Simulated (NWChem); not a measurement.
# carbonyl sulfide (COS); SMILES O=C=S

```xyz
3

O     -1.6765     0.0270     0.0223
C     -0.5204     0.0083     0.0069
S      1.0432    -0.0168    -0.0139
```
Atoms are numbered in this order, from 1.

Computed with NWChem. STO-3G and 3-21G are far too small for this property and stand as cheap habits. Coordinates come from a PBE0/def2-SVP optimisation. Field at 589 nm.

**Question.** Predict the results for B3LYP/STO-3G. Quantities: isotropic polarisability (bohr³); anisotropy (bohr³).

**Answer.** 
- isotropic polarisability (bohr³): 11.5
- anisotropy (bohr³): 23.3
